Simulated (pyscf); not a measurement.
Four-centre exchange: HO–Nb(F)(F)(F)–F (SMILES [OH][Nb]([F])([F])([F])[F]) + H₂S (SMILES S) → HO–Nb(F)(F)(F)–SH (SMILES [OH][Nb]([F])([F])([F])[SH]) + HF (SMILES F)

Gas phase, singlet surface, charge 0. Bonds broken: Nb2–F3, S8–H9. Bonds formed: Nb2–S8, F3–H9. PySCF, gas phase, ωB97X-D3(BJ)/def2-SVP geometries.

Transition state (Å):

```xyz
10

O      1.0526     0.0709     0.8469
Nb    -0.7729     0.1619     0.5719
F     -0.6388    -1.7125    -0.4482
F     -2.4329     0.3024    -0.2813
F     -1.3581    -0.8525     1.9921
F     -0.9220     1.8952     1.1738
H      1.9767     0.0968     0.5808
S      0.0313     0.4422    -1.8888
H     -0.2957    -1.0545    -1.3557
H     -1.1894     0.6431    -2.4217
```

One imaginary mode, 746i cm⁻¹; descent along it reached the two sides named, in the forms told below.

```
bond    change  reactant side (Å)  saddle  product side
------  ------  -----------------  ------  ------------
Nb2–F3  breaks              1.879   2.138         2.356
S8–H9   breaks              1.348   1.622         2.093
Nb2–S8   forms                2.8     2.6         2.483
F3–H9    forms              2.563   1.172         0.964
```

Electronic energies relative to the separated reactants (eV):

```json
[
 {"level": "ωB97X-D3(BJ)/def2-TZVP", "barrier": "0.23", "reaction energy": "+0.39", "reverse barrier": "-0.16"},
 {"level": "PBE/def2-TZVP", "barrier": "0.32", "reaction energy": "+0.55", "reverse barrier": "-0.23"},
 {"level": "r²SCAN/def2-TZVP", "barrier": "0.28", "reaction energy": "+0.57", "reverse barrier": "-0.29"},
 {"level": "B3LYP-D3(BJ)/def2-TZVP", "barrier": "0.40", "reaction energy": "+0.52", "reverse barrier": "-0.13"},
 {"level": "PBE0-D3(BJ)/def2-TZVP", "barrier": "0.29", "reaction energy": "+0.45", "reverse barrier": "-0.16"},
 {"level": "M06-2X/def2-TZVP", "barrier": "0.29", "reaction energy": "+0.40", "reverse barrier": "-0.11"},
 {"level": "ωB97M-D3(BJ)/def2-TZVP", "barrier": "0.45", "reaction energy": "+0.59", "reverse barrier": "-0.13"},
 {"level": "HF/def2-TZVP", "barrier": "1.17", "reaction energy": "+0.73", "reverse barrier": "0.44"}
]
```

With ωB97M-D3(BJ)/def2-TZVP energies and thermal terms (ideal gas, 1 atm, RRHO with modes under 100 cm⁻¹ raised to 100, one conformer, R ln 2 for chiral ones without a mode under 150 cm⁻¹), in eV:

```
T (K)   ΔH‡   ΔG‡     ΔH     ΔG
-----  ----  ----  -----  -----
298    0.42  0.92  +0.65  +0.67
600    0.44  1.43  +0.67  +0.69
900    0.47  1.91  +0.69  +0.70
1200   0.50  2.39  +0.70  +0.71
```

On the reactant side the descent ends in an adduct with a Nb–S contact (not fully relaxed), 0.65 eV under the separated species and 0.88 eV under the saddle at ωB97X-D3(BJ)/def2-TZVP. On the product side the descent ends in an adduct with a F–Nb contact, 0.34 eV under the separated species and 0.18 eV under the saddle at ωB97X-D3(BJ)/def2-TZVP. At ωB97X-D3(BJ)/def2-TZVP, PBE, r²SCAN, B3LYP-D3(BJ), PBE0-D3(BJ), M06-2X, ωB97M-D3(BJ) the saddle lies under the separated products, which points to a path from their complex (located at ωB97X-D3(BJ) alone), and parting the products costs more than the saddle. What is counted as formed (Nb–S) is already present as a longer contact in the reactant adduct; forming that adduct is a step of its own. What is counted as broken (F–Nb) persists as a longer contact in the product adduct; parting that adduct is a step of its own. One saddle was located; it need not be the lowest between these sides. Elements past Kr carry the def2 core potentials, without spin-orbit coupling.
